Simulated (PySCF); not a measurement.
C2H7O, charge +2, quartet, at a GFN2-xTB geometry of the parent state (a state made from the parent by changing its charge; the spin is typed, not shown lowest); DF-M062X/6-311G** run with PySCF.

The PySCF input:
```python
from pyscf import gto, scf, dft

mol = gto.M(
    atom='''
C     1.22900215   -0.37604417   -0.00661468
C     0.08246987    0.60103209   -0.00155391
O    -1.18718715   -0.17976873   -0.07214047
H    -1.97465717    0.38511414    0.07508639
H     0.07674269    1.22024625    0.89741563
H     0.08228151    1.22946963   -0.89318817
H     2.16469576    0.17583635   -0.02936964
H     1.23247722   -0.99483360    0.88818561
H     1.19569027   -1.01022081   -0.88852026
H    -1.14856530   -0.91738972    0.57652583
''',
    basis='6-311g**',
    charge=2,
    spin=3,
    verbose=3,
)

mf = dft.UKS(mol)
mf.xc = 'm062x'
mf = mf.density_fit(auxbasis='def2-universal-jkfit')
mf.kernel()
```

What the program printed (banner, timings and long lists left out):

```
converged SCF energy = -154.258471566941  <S^2> = 3.7586139  2S+1 = 4.0043047
```
